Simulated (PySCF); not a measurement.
## Checking a proposed structure

A compound C₃H₄ClF gives the data below (simulated from a calculation) and was assigned the structure `C/C(Cl)=C\F`.

¹³C{¹H} NMR (computed): δ 163.5 (CH), 117.2 (CH), 46.5 (CH2).

¹H NMR (500 MHz, computed): δ 7.05 (m, 1H), 5.91 (m, 1H), 4.13 (d, 2H).

How the numbers were obtained: structure optimised with GFN2-xTB, GIAO PBE0/pcSseg-1 shieldings, in PySCF 2.14 (no solvent model, relativity neglected, fast rotation and ring inversion assumed for equivalent nuclei, one conformer).

Shifts are taken against calculated references (same method and geometry level): ¹H (31.72 ppm), ¹³C (186.93 ppm) vs TMS.

Q: Compare with the shifts computed for the proposed structure, pairing carbons in order of shift.

A: Structure with atom numbers: `[CH3:1]/[C:2]([Cl:3])=[CH:4]\[F:5]`; H(Xn) means a hydrogen on atom n.

```
atom  computed for proposal  given list  difference
  C4                  156.3       163.5        -7.2
  C2                  131.9       117.2       +14.7
  C1                   19.7        46.5       -26.8
```

The rms difference is 18.1 ppm and the largest -26.8 ppm at C1 (allylic methyl carbon). The carbon types in order of shift don't match either: CH, C, CH3 for the proposal against CH, CH, CH2 in the data. The proposal doesn't fit.

Q: Which isomer fits?

A: `F/C=C/CCl`.

1. Carbon types of the structure: 2 × CH, 1 × CH2, which accounts for all hydrogens.
2. δC 163.5, 117.2: alkene CH; the olefinic region.
3. δC 46.5: allylic sp3 CH2 bonded to Cl; pulled downfield by the heteroatom.
4. δH 7.05, 5.91: hydrogen on an alkene CH; a vinylic proton, deshielded by the sp2 carbon and the C=C anisotropy.
5. δH 4.13: hydrogen on an allylic sp3 CH2 bonded to Cl; its carbon carries Cl, an electronegative neighbour.

The data come from this structure; uniqueness wasn't tested.

Carbons that carry Cl, above all several Cl atoms, come out too deshielded, partly because spin–orbit coupling is missing. Splittings by ¹⁹F in the carbon and heteronuclear signals aren't shown, as no couplings were computed. Shifts are as computed. Against solution values, carbons near 30 ppm lie about +3 ppm off and those near 130 ppm about +5 ppm; carbons on Cl a further +6 ppm. Of 1211 compounds with measured shifts, 218 miss one by over three times the rms of a fit or turn the order of signals round; such compounds aren't used in these exercises. No couplings were computed; multiplicities are counted from neighbouring protons, with m where these are inequivalent, close in shift, in a saturated or five-membered ring or joined by F or P, and br s for small geminal =CH2 splittings.
